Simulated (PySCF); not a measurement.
fluorine cation (F₂), SMILES FF (connectivity only; charge and spin as stated), charge +1, multiplicity 2.

Coordinates come from a PBE0-D3(BJ)/def2-TZVPD optimisation. The spin state was assumed, not searched.

These are PySCF with PBE/def2-TZVPD values and carry that method's errors.

Gas-phase values at a fixed geometry.

Computed frontier levels, dipole moment:
```yaml
"α spin, highest occupied and lowest empty level": -21.72 and -16.18 eV
"β spin, highest occupied and lowest empty level": -21.28 and -20.95 eV
dipole_moment_about_the_centre_of_nuclear_charge: 0.000 e·Å
"⟨S²⟩": 0.751 (pure state 0.75)
```
